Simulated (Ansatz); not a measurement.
Geometry optimisation, RKS B3LYP-D4/STO-3G (Ansatz 0.2.0).

The input (input.yaml):

```yaml
crystal:
  periodic: [false, false, false]
  atoms:
    - { symbol: C, position_ang: [-1.1733, 0.64785, 0.22802] }
    - { symbol: C, position_ang: [-0.08197, -0.06365, 0.04424] }
    - { symbol: "N", position_ang: [0.16488, -1.31932, -0.40788] }
    - { symbol: O, position_ang: [1.2461, 0.62118, 0.25479] }
    - { symbol: H, position_ang: [-1.16456, 1.69862, 0.45026] }
    - { symbol: H, position_ang: [-2.1403, 0.18326, 0.17362] }
    - { symbol: H, position_ang: [-0.64583, -1.82871, -0.72822] }
    - { symbol: H, position_ang: [0.79749, -1.89537, 0.13337] }
    - { symbol: H, position_ang: [1.86994, 0.36307, -0.46025] }
    - { symbol: H, position_ang: [1.12754, 1.59308, 0.31205] }
total_charge: 1
basis:
  gaussian: { orbitals: STO-3G }
hamiltonian:
  xc: b3lyp
  dispersion: d4
relax:
  f_tol: 0.02
  max_steps: 40
scf:
  lower_state_search: "off"
output:
  orbitals: {}
```

Command:

```bash
$ ansatz run input.yaml --threads 1 --pin off --max-ram 2048MiB --backend cpu --events-out ev --progress --plain --runs-dir out
```

Where does it end, and by what steps?

The run converged. Limits of this set-up: minimal basis, the dipole of an ion depends on the origin. After 32 steps the energy has fallen by 1.402 eV; H9 moved furthest, 1.58 Å. Parted: O4–H9. Joined: N3–H9.

```
step  energy less start (eV)  largest force component (eV/Å)  accepted
   0                  0.0000                           2.160       yes
   2                 -0.3388                           0.640       yes
   4                 -0.3531                           0.324        no
   6                 -0.3765                           0.481        no
   8                 -0.4033                           0.073       yes
  10                 -0.4099                           0.456       yes
  12                 -0.4086                           0.413        no
  14                 -0.4230                           0.101       yes
  16                 -0.4339                           0.204       yes
  18                 -0.4543                           0.289       yes
  20                 -0.5402                           1.017       yes
  22                 -0.8036                           0.932       yes
  24                 -1.1827                           1.487       yes
  26                 -1.2382                           1.229        no
  28                 -1.3629                           0.196       yes
  30                 -1.4013                           0.089       yes
  32                 -1.4017                           0.007       yes
```

```xyz
10
Properties=species:S:1:pos:R:3
C -1.175 0.653 0.360
C 0.088 0.332 0.037
N 0.460 -1.139 -0.289
O 1.290 1.027 -0.102
H -1.439 1.692 0.591
H -1.974 -0.097 0.404
H -0.051 -1.498 -1.150
H 0.244 -1.794 0.520
H 1.506 -1.177 -0.482
H 1.050 2.000 0.110
```

The run took 37 s on 1 thread of Arm Neoverse V2, on a shared host, peak memory 0.11 GiB.
